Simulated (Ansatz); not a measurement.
Candidate structures of PbS, relaxed level by level: PbS (model structure, P6₃/mmc, No. 194); PbS (model structure, from the litharge type, P4/nmm, No. 129); rock-salt PbS. Levels: PBEsol (Ansatz, an electronic-structure program, plane waves, PAW), r²SCAN (Ansatz, plane waves, PAW).

**Question.** Rank the structures in energy at 0 K, level by level.

**Answer.** Lowest: PBEsol, rock-salt PbS; r²SCAN, rock-salt PbS. Energies above the lowest of these candidates, meV/atom:

| structure | PBEsol | r²SCAN |
|---|---|---|
| rock-salt PbS | 0 | 0 |
| PbS (model structure, P6₃/mmc, No. 194) | 64 | 66 |
| PbS (model structure, from the litharge type, P4/nmm, No. 129) | 147 | 140 |

All these levels agree on the lowest structure.

A measured cell is on file for: rock-salt PbS.

Static-lattice energies; unlike cells have unlike k meshes, which leaves some meV/atom of uncertainty, and other structures than these can lie lower.

A model structure was made by putting elements into a prototype or built by hand; it is no filed structure, need not be a known phase, and can be a saddle point held by its symmetry.
